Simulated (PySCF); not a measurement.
Species: C₄H₁₁FN (charge +1).
Bonds: C1–N2, N2–C3, C3–C4, C4–C5, C5–F6. Hydrogens: H7, H8, H9 on C1; H10, H11 on N2; H12, H13 on C3; H14, H15 on C4; H16, H17 on C5.

Computed geometry: GFN2-xTB, gas phase.

Question: Give the optimised bond lengths and angles.

Answer: 
```csv
bond,length (pm),order
C1–N2,147.4,single
N2–C3,148.9,single
C3–C4,152.7,single
C4–C5,152.5,single
C5–F6,138.6,single
"C1–H7, C1–H8, C1–H9",108.8,single
"N2–H10, N2–H11",103.1,single
"C3–H12, C3–H13",109.2,single
"C4–H14, C4–H15",109.1,single
"C5–H16, C5–H17",109.2,single
```

Bonds in one row agree within 1 pm and their mean is given. Orders are formal, as drawn. A selection of angles:
```csv
angle,degrees
N2–C1–H7,110.3
H7–C1–H8,108.9
C1–N2–C3,113.7
C1–N2–H10,109.6
C3–N2–H10,109.0
C3–N2–H11,107.9
H10–N2–H11,106.5
N2–C3–C4,111.2
N2–C3–H12,108.0
C4–C3–H12,110.1
H12–C3–H13,108.6
C3–C4–C5,112.3
C3–C4–H14,110.2
C5–C4–H14,109.6
C5–C4–H15,107.9
H14–C4–H15,107.7
C4–C5–F6,109.1
C4–C5–H16,112.3
F6–C5–H16,106.3
F6–C5–H17,107.0
H16–C5–H17,110.1
```

Dihedral angles: C1–N2–C3–C4 174° (antiperiplanar); N2–C3–C4–C5 -70° (synclinal); C3–C4–C5–F6 58° (synclinal). The mirror-image conformer, all signs reversed, is as good.

N2 (ammonium nitrogen) is distorted tetrahedral (angles from 106.5° to 113.7°). Of the pairs four or more bonds apart, those above aside, N2···F6 is among the closest relative to their van der Waals radii: 2.72 Å, 90 % of the sum of Bondi's values. H11 on N2 lies 1.91 Å from F6, 5 bonds away (angle at H 132°; Bondi radii sum to 2.67 Å).

Point group: C1 (no symmetry element, even within 0.4 Å). No frequency check.
